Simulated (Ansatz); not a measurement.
`[O]=[Al][Cl]` → Al• + Cl• + O•  (atomization)

Computed with Ansatz on PBE0-D4/def2-TZVP structures; ΔE is electronic, products minus reactants. CCSD(T)/CBS is frozen-core, at the limit of the def2 triple- and quadruple-zeta sets. DFT in def2-TZVPP. HSE06 is defined as in plane-wave codes. Open shells (•) are unrestricted, without spin–orbit coupling. Spin–orbit coupling would lower the free atoms: a little for Al, Cl, O.

`[O]=[Al][Cl]`:

Z-matrix (Å, degrees):
```
Al
O 1 1.592
Cl 1 2.058 2 180.0
```

CCSD(T)/CBS gives +949.8 kJ/mol.

(1) Another level gave +828.8 kJ/mol. Which?
A. HSE06/def2-TZVPP
B. r2SCAN-D4/def2-TZVPP
C. r2SCANh/def2-TZVPP
D. RPA@PBE/def2-TZVPP

Largest T1 diagnostic among the species: 0.024, so the coupled-cluster value is less sure than usual.

Results:

(1) D. RPA@PBE/def2-TZVPP 828.8, HSE06 909.7, r2SCANh 929.0, r2SCAN-D4 955.0 kJ/mol.

At CCSD(T), def2-SVP lies −113.3 kJ/mol from the extrapolated value and def2-TZVPP −47.6 kJ/mol: correlation converges slowly with the basis, and small sets miss more of it in the bonded molecule than in its fragments. From PBE to PBE0 (25 % exact exchange), in def2-TZVPP and without D4, ΔE moves by −62.7 kJ/mol: exact exchange takes away binding that semilocal exchange gives to molecules. The D4 term adds +9.7 kJ/mol with B3LYP and +5.0 kJ/mol with PBE0; it sums over pairs of atoms, weighted by their polarisabilities, and B3LYP, whose exchange is more repulsive, gets the larger term.

B3LYP here is the variant with VWN-RPA as its local correlation; programs differ in this.

CCSD(T)/CBS has its own doubt, a few kJ/mol and more with outer-core shells, so smaller differences from it don't rank the levels.
